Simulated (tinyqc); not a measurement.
Worked calculation (part 2 of 3): RHF in the sto-3g basis, for BH3, spin multiplicity 1. Computed by tinyqc, a small Python program that keeps every step (integrals from PySCF). Command: `OMP_NUM_THREADS=1 python tinyqc.py 24035 24036 out.jsonl` (the two numbers bound the seeds that draw the settings). One thread of a shared host (Intel(R) Xeon(R) Processor @ 2.60GHz), about 0.06 s of CPU time with the checks.

Geometry (angstrom):
```
atom          x          y         z
B      0.000000   0.000000  0.015000
H      1.418000   0.000000  0.000000
H     -0.709000   1.228000  0.000000
H     -0.709000  -1.228000  0.000000
```

## Iteration 1: building the Fock matrix

D at the start:
```
            1B 1s      1B 2s     1B 2px     1B 2py     1B 2pz      2H 1s      3H 1s      4H 1s
1B 1s    2.042239  -0.171039  -0.000004   0.000000   0.003304  -0.165683  -0.165685  -0.165685
1B 2s   -0.171039   0.846114   0.000013   0.000000  -0.009290   0.345867   0.345868   0.345868
1B 2px  -0.000004   0.000013   1.120583   0.000000   0.000000   0.481873  -0.240934  -0.240934
1B 2py   0.000000   0.000000   0.000000   1.120574   0.000000   0.000000   0.417315  -0.417315
1B 2pz   0.003304  -0.009290   0.000000   0.000000   0.000103  -0.003865  -0.003865  -0.003865
2H 1s   -0.165683   0.345867   0.481873   0.000000  -0.003865   0.353159   0.042342   0.042342
3H 1s   -0.165685   0.345868  -0.240934   0.417315  -0.003865   0.042342   0.353168   0.042342
4H 1s   -0.165685   0.345868  -0.240934  -0.417315  -0.003865   0.042342   0.042342   0.353168
```

core Hamiltonian H = T + V (hartree):
```
             1B 1s      1B 2s     1B 2px     1B 2py     1B 2pz      2H 1s      3H 1s      4H 1s
1B 1s   -13.440591  -3.488843   0.000001   0.000000   0.000415  -0.520977  -0.521002  -0.521002
1B 2s    -3.488843  -4.516005   0.000005   0.000000   0.003942  -1.432306  -1.432350  -1.432350
1B 2px    0.000001   0.000005  -3.763172   0.000000   0.000000  -1.399587   0.699822   0.699822
1B 2py    0.000000   0.000000   0.000000  -3.763173   0.000000   0.000000  -1.212101   1.212101
1B 2pz    0.000415   0.003942   0.000000   0.000000  -3.634734   0.015392   0.015393   0.015393
2H 1s    -0.520977  -1.432306  -1.399587   0.000000   0.015392  -2.752619  -0.217855  -0.217855
3H 1s    -0.521002  -1.432350   0.699822  -1.212101   0.015393  -0.217855  -2.752648  -0.217869
4H 1s    -0.521002  -1.432350   0.699822   1.212101   0.015393  -0.217855  -0.217869  -2.752648
```

nuclear repulsion = 6.24390867 hartree

Given earlier and not repeated: Two-electron integrals (ij|kl) in chemists' order.

J_ij = sum D_kl (ij|kl), K_ij = sum D_kl (ik|jl); F = H + J - 0.5 K; E = tr D H + tr D J / 2 - 0.25 tr D K + E_nn.

Coulomb J (hartree):
```
            1B 1s      1B 2s     1B 2px     1B 2py     1B 2pz      2H 1s      3H 1s      4H 1s
1B 1s    9.396527   1.971509   0.000000   0.000000  -0.000949   0.290102   0.290116   0.290116
1B 2s    1.971509   4.341588  -0.000002   0.000000  -0.005671   1.345231   1.345273   1.345273
1B 2px   0.000000  -0.000002   4.389817   0.000000   0.000000   1.409120  -0.704590  -0.704590
1B 2py   0.000000   0.000000   0.000000   4.389817   0.000000   0.000000   1.220360  -1.220360
1B 2pz  -0.000949  -0.005671   0.000000   0.000000   4.232121  -0.015755  -0.015756  -0.015756
2H 1s    0.290102   1.345231   1.409120   0.000000  -0.015755   2.989942   0.191842   0.191842
3H 1s    0.290116   1.345273  -0.704590   1.220360  -0.015756   0.191842   2.989977   0.191855
4H 1s    0.290116   1.345273  -0.704590  -1.220360  -0.015756   0.191842   0.191855   2.989977
```

exchange K (hartree):
```
           1B 1s      1B 2s     1B 2px     1B 2py     1B 2pz      2H 1s      3H 1s      4H 1s
1B 1s   5.894992   1.142135   0.000000   0.000000   0.000300   0.170763   0.170771   0.170771
1B 2s   1.142135   1.379930  -0.000001   0.000000  -0.011531   0.597537   0.597551   0.597551
1B 2px  0.000000  -0.000001   1.256375   0.000000   0.000000   0.641176  -0.320598  -0.320598
1B 2py  0.000000   0.000000   0.000000   1.256375   0.000000   0.000000   0.555284  -0.555284
1B 2pz  0.000300  -0.011531   0.000000   0.000000   0.278019  -0.006840  -0.006840  -0.006840
2H 1s   0.170763   0.597537   0.641176   0.000000  -0.006840   0.885643   0.108273   0.108273
3H 1s   0.170771   0.597551  -0.320598   0.555284  -0.006840   0.108273   0.885667   0.108280
4H 1s   0.170771   0.597551  -0.320598  -0.555284  -0.006840   0.108273   0.108280   0.885667
```

Fock matrix F (hartree):
```
            1B 1s      1B 2s     1B 2px     1B 2py     1B 2pz      2H 1s      3H 1s      4H 1s
1B 1s   -6.991560  -2.088402   0.000000   0.000000  -0.000683  -0.316257  -0.316271  -0.316271
1B 2s   -2.088402  -0.864382   0.000003   0.000000   0.004037  -0.385843  -0.385852  -0.385852
1B 2px   0.000000   0.000003  -0.001543   0.000000   0.000000  -0.311055   0.155531   0.155531
1B 2py   0.000000   0.000000   0.000000  -0.001543   0.000000   0.000000  -0.269383   0.269383
1B 2pz  -0.000683   0.004037   0.000000   0.000000   0.458377   0.003057   0.003057   0.003057
2H 1s   -0.316257  -0.385843  -0.311055   0.000000   0.003057  -0.205498  -0.080149  -0.080149
3H 1s   -0.316271  -0.385852   0.155531  -0.269383   0.003057  -0.080149  -0.205504  -0.080154
4H 1s   -0.316271  -0.385852   0.155531   0.269383   0.003057  -0.080149  -0.080154  -0.205504
```

total energy of this density = -25.70944157 hartree

## Iteration 1: diagonalisation and new density

X:
```
                1          2          3          4          5          6          7          8
1B 1s   -0.410975   0.000000  -0.000032   0.932553   0.079737   0.000000   0.000010   0.224793
1B 2s    1.205568   0.000000   0.000071  -0.014314   0.008751   0.000000   0.000017   0.504856
1B 2px  -0.000075   0.000000   0.996238   0.000001   0.000000   0.000000   0.598840  -0.000016
1B 2py   0.000000   0.996240   0.000000   0.000000   0.000000   0.598841   0.000000   0.000000
1B 2pz  -0.012044   0.000000  -0.000001  -0.088022   0.996073   0.000000   0.000000  -0.004987
2H 1s   -0.582104   0.000000  -0.858737  -0.228721  -0.019592   0.000000   0.463177   0.295614
3H 1s   -0.582199  -0.743664   0.429319  -0.228713  -0.019591   0.401115  -0.231576   0.295634
4H 1s   -0.582199   0.743664   0.429319  -0.228713  -0.019591  -0.401115  -0.231576   0.295634
```

Diagonalise F' = X^T F X, C = X C', fill 4 alpha and 4 beta electrons from the bottom; D = 2 C_occ C_occ^T. Each column has its largest component positive (the first on a tie).

F' = X^T F X (hartree):
```
           1         2          3          4          5          6          7          8
1   0.431224  0.000000  -0.000031   0.924154   0.078187   0.000000   0.000006   0.343111
2   0.000000  0.658131   0.000000   0.000000   0.000000   0.098500   0.000000   0.000000
3  -0.000031  0.000000   0.658125   0.000093   0.000008   0.000000   0.098499   0.000033
4   0.924154  0.000000   0.000093  -5.680874  -0.545677   0.000000  -0.000089  -2.436133
5   0.078187  0.000000   0.000008  -0.545677   0.409895   0.000000  -0.000008  -0.218391
6   0.000000  0.098500   0.000000   0.000000   0.000000  -0.299717   0.000000   0.000000
7   0.000006  0.000000   0.098499  -0.000089  -0.000008   0.000000  -0.299718  -0.000043
8   0.343111  0.000000   0.000033  -2.436133  -0.218391   0.000000  -0.000043  -1.615198
```

orbital energies (hartree): MO1 -6.998985, MO2 -0.482419, MO3 -0.309742, MO4 -0.309741, MO5 0.458264, MO6 0.568186, MO7 0.668149, MO8 0.668156

coefficients C:
```
              MO1        MO2        MO3        MO4        MO5        MO6        MO7        MO8
1B 1s    0.989533  -0.210706  -0.000003   0.000000  -0.012166  -0.267814   0.000031   0.000000
1B 2s    0.039834   0.555104   0.000011   0.000000   0.050451   1.181644  -0.000143   0.000000
1B 2px   0.000000  -0.000006   0.494897   0.000000   0.000001   0.000111   1.051749   0.000000
1B 2py   0.000000   0.000000   0.000000   0.494898   0.000000   0.000000   0.000000   1.051751
1B 2pz  -0.000003  -0.003543   0.000000   0.000000   0.998930  -0.046960   0.000004   0.000000
2H 1s   -0.006619   0.319048   0.547734   0.000000  -0.021561  -0.613847  -0.807323   0.000000
3H 1s   -0.006619   0.319059  -0.273859   0.474347  -0.021559  -0.613720   0.403773  -0.699231
4H 1s   -0.006619   0.319059  -0.273859  -0.474347  -0.021559  -0.613720   0.403773   0.699231
```

D after iteration 1:
```
            1B 1s      1B 2s     1B 2px     1B 2py     1B 2pz      2H 1s      3H 1s      4H 1s
1B 1s    2.047145  -0.155092  -0.000001   0.000000   0.001488  -0.147554  -0.147554  -0.147554
1B 2s   -0.155092   0.619454   0.000004   0.000000  -0.003934   0.353694   0.353688   0.353688
1B 2px  -0.000001   0.000004   0.489847   0.000000   0.000000   0.542141  -0.271068  -0.271068
1B 2py   0.000000   0.000000   0.000000   0.489848   0.000000   0.000000   0.469507  -0.469507
1B 2pz   0.001488  -0.003934   0.000000   0.000000   0.000025  -0.002261  -0.002261  -0.002261
2H 1s   -0.147554   0.353694   0.542141   0.000000  -0.002261   0.803697  -0.096326  -0.096326
3H 1s   -0.147554   0.353688  -0.271068   0.469507  -0.002261  -0.096326   0.803693  -0.096328
4H 1s   -0.147554   0.353688  -0.271068  -0.469507  -0.002261  -0.096326  -0.096328   0.803693
```

Within a degenerate level the vectors are fixed only up to a rotation; this is one choice.

## Iteration 2: building the Fock matrix

As before.

Coulomb J (hartree):
```
            1B 1s      1B 2s     1B 2px     1B 2py     1B 2pz      2H 1s      3H 1s      4H 1s
1B 1s    8.888141   1.841640  -0.000001   0.000000  -0.000840   0.271049   0.271062   0.271062
1B 2s    1.841640   4.075959  -0.000004   0.000000  -0.005852   1.297154   1.297194   1.297194
1B 2px  -0.000001  -0.000004   4.125940   0.000000   0.000000   1.377499  -0.688778  -0.688778
1B 2py   0.000000   0.000000   0.000000   4.125939   0.000000   0.000000   1.192973  -1.192973
1B 2pz  -0.000840  -0.005852   0.000000   0.000000   3.962654  -0.015464  -0.015465  -0.015465
2H 1s    0.271049   1.297154   1.377499   0.000000  -0.015464   3.043451   0.184721   0.184721
3H 1s    0.271062   1.297194  -0.688778   1.192973  -0.015465   0.184721   3.043476   0.184734
4H 1s    0.271062   1.297194  -0.688778  -1.192973  -0.015465   0.184721   0.184734   3.043476
```

exchange K (hartree):
```
           1B 1s      1B 2s     1B 2px     1B 2py     1B 2pz      2H 1s      3H 1s      4H 1s
1B 1s   5.886315   1.096748   0.000000   0.000000   0.000081   0.166519   0.166527   0.166527
1B 2s   1.096748   1.199583  -0.000006   0.000000  -0.008452   0.595457   0.595470   0.595470
1B 2px  0.000000  -0.000006   0.963805   0.000000   0.000000   0.666185  -0.333102  -0.333102
1B 2py  0.000000   0.000000   0.000000   0.963809   0.000000   0.000000   0.576941  -0.576941
1B 2pz  0.000081  -0.008452   0.000000   0.000000   0.222718  -0.006104  -0.006104  -0.006104
2H 1s   0.166519   0.595457   0.666185   0.000000  -0.006104   1.165647   0.087131   0.087131
3H 1s   0.166527   0.595470  -0.333102   0.576941  -0.006104   0.087131   1.165657   0.087137
4H 1s   0.166527   0.595470  -0.333102  -0.576941  -0.006104   0.087131   0.087137   1.165657
```

Fock matrix F (hartree):
```
            1B 1s      1B 2s     1B 2px     1B 2py     1B 2pz      2H 1s      3H 1s      4H 1s
1B 1s   -7.495608  -2.195577   0.000000   0.000000  -0.000465  -0.333188  -0.333203  -0.333203
1B 2s   -2.195577  -1.039837   0.000004   0.000000   0.002316  -0.432881  -0.432891  -0.432891
1B 2px   0.000000   0.000004  -0.119135   0.000000   0.000000  -0.355181   0.177595   0.177595
1B 2py   0.000000   0.000000   0.000000  -0.119138   0.000000   0.000000  -0.307599   0.307599
1B 2pz  -0.000465   0.002316   0.000000   0.000000   0.216561   0.002980   0.002980   0.002980
2H 1s   -0.333188  -0.432881  -0.355181   0.000000   0.002980  -0.291992  -0.076699  -0.076699
3H 1s   -0.333203  -0.432891   0.177595  -0.307599   0.002980  -0.076699  -0.292000  -0.076704
4H 1s   -0.333203  -0.432891   0.177595   0.307599   0.002980  -0.076699  -0.076704  -0.292000
```

total energy of this density = -25.96728629 hartree

## Iteration 2: DIIS over 2 matrices

error matrix X^T (FDS - SDF) X:
```
           1         2          3         4          5          6          7          8
1   0.000000  0.000000  -0.000001  0.115454   0.010354   0.000000   0.000000  -0.081603
2   0.000000  0.000000   0.000000  0.000000   0.000000  -0.026450   0.000000   0.000000
3   0.000001  0.000000   0.000000  0.000007   0.000001   0.000000  -0.026450  -0.000005
4  -0.115454  0.000000  -0.000007  0.000000  -0.002114   0.000000   0.000000  -0.010623
5  -0.010354  0.000000  -0.000001  0.002114   0.000000   0.000000   0.000000  -0.002999
6   0.000000  0.026450   0.000000  0.000000   0.000000   0.000000   0.000000   0.000000
7   0.000000  0.000000   0.026450  0.000000   0.000000   0.000000   0.000000   0.000000
8   0.081603  0.000000   0.000005  0.010623   0.002999   0.000000   0.000000   0.000000
```

B (overlaps of the stored error matrices):
```
                1               2
1   1.2277305e+00  -4.4279211e-02
2  -4.4279211e-02   4.3242738e-02
```

Minimise |sum c_i e_i|^2 with sum c_i = 1: solve [B -1; -1 0][c; lambda] = [0; -1] with B_ij = tr e_i^T e_j, and take F = sum c_i F_i.

DIIS coefficients: 0.064377  0.935623

extrapolated F (hartree):
```
            1B 1s      1B 2s     1B 2px     1B 2py     1B 2pz      2H 1s      3H 1s      4H 1s
1B 1s   -7.463159  -2.188678   0.000000   0.000000  -0.000479  -0.332098  -0.332113  -0.332113
1B 2s   -2.188678  -1.028542   0.000004   0.000000   0.002426  -0.429853  -0.429863  -0.429863
1B 2px   0.000000   0.000004  -0.111565   0.000000   0.000000  -0.352340   0.176174   0.176174
1B 2py   0.000000   0.000000   0.000000  -0.111568   0.000000   0.000000  -0.305138   0.305138
1B 2pz  -0.000479   0.002426   0.000000   0.000000   0.232128   0.002985   0.002985   0.002985
2H 1s   -0.332098  -0.429853  -0.352340   0.000000   0.002985  -0.286423  -0.076921  -0.076921
3H 1s   -0.332113  -0.429863   0.176174  -0.305138   0.002985  -0.076921  -0.286432  -0.076926
4H 1s   -0.332113  -0.429863   0.176174   0.305138   0.002985  -0.076921  -0.076926  -0.286432
```

## Iteration 2: diagonalisation and new density

As before.

F' = X^T F X (hartree):
```
           1         2          3          4          5          6          7          8
1   0.299229  0.000000  -0.000032   1.021221   0.086519   0.000000   0.000007   0.322595
2   0.000000  0.561810   0.000000   0.000000   0.000000   0.086337   0.000000   0.000000
3  -0.000032  0.000000   0.561807   0.000101   0.000009   0.000000   0.086336   0.000033
4   1.021221  0.000000   0.000101  -6.082436  -0.560369   0.000000  -0.000094  -2.560472
5   0.086519  0.000000   0.000009  -0.560369   0.182389   0.000000  -0.000008  -0.230160
6   0.000000  0.086337   0.000000   0.000000   0.000000  -0.400608   0.000000   0.000000
7   0.000007  0.000000   0.086336  -0.000094  -0.000008   0.000000  -0.400606  -0.000045
8   0.322595  0.000000   0.000033  -2.560472  -0.230160   0.000000  -0.000045  -1.768880
```

orbital energies (hartree): MO1 -7.468476, MO2 -0.596642, MO3 -0.408292, MO4 -0.408290, MO5 0.232066, MO6 0.463353, MO7 0.569490, MO8 0.569494

coefficients C:
```
              MO1        MO2        MO3        MO4        MO5        MO6        MO7        MO8
1B 1s    0.991412  -0.221154   0.000000  -0.000004  -0.006430  -0.252183   0.000023   0.000000
1B 2s    0.032833   0.618699   0.000000   0.000014   0.026707   1.150641  -0.000112   0.000000
1B 2px   0.000000  -0.000008   0.000000   0.508169   0.000000   0.000084   1.045402   0.000000
1B 2py   0.000000   0.000000   0.508169   0.000000   0.000000   0.000000   0.000000   1.045404
1B 2pz  -0.000007  -0.002383   0.000000   0.000000   0.999643  -0.028057   0.000002   0.000000
2H 1s   -0.005185   0.285183   0.000000   0.537472  -0.010860  -0.630566  -0.814204   0.000000
3H 1s   -0.005185   0.285196   0.465460  -0.268728  -0.010859  -0.630467   0.407193  -0.705179
4H 1s   -0.005185   0.285196  -0.465460  -0.268728  -0.010859  -0.630467   0.407193   0.705179
```

D after iteration 2:
```
            1B 1s      1B 2s     1B 2px     1B 2py     1B 2pz      2H 1s      3H 1s      4H 1s
1B 1s    2.063615  -0.208554  -0.000001   0.000000   0.001040  -0.136423  -0.136423  -0.136423
1B 2s   -0.208554   0.767733   0.000004   0.000000  -0.002949   0.352560   0.352553   0.352553
1B 2px  -0.000001   0.000004   0.516471   0.000000   0.000000   0.546249  -0.273123  -0.273123
1B 2py   0.000000   0.000000   0.000000   0.516472   0.000000   0.000000   0.473065  -0.473065
1B 2pz   0.001040  -0.002949   0.000000   0.000000   0.000011  -0.001359  -0.001359  -0.001359
2H 1s   -0.136423   0.352560   0.546249   0.000000  -0.001359   0.740466  -0.126147  -0.126147
3H 1s   -0.136423   0.352553  -0.273123   0.473065  -0.001359  -0.126147   0.740462  -0.126149
4H 1s   -0.136423   0.352553  -0.273123  -0.473065  -0.001359  -0.126147  -0.126149   0.740462
```

Within a degenerate level the vectors are fixed only up to a rotation; this is one choice.
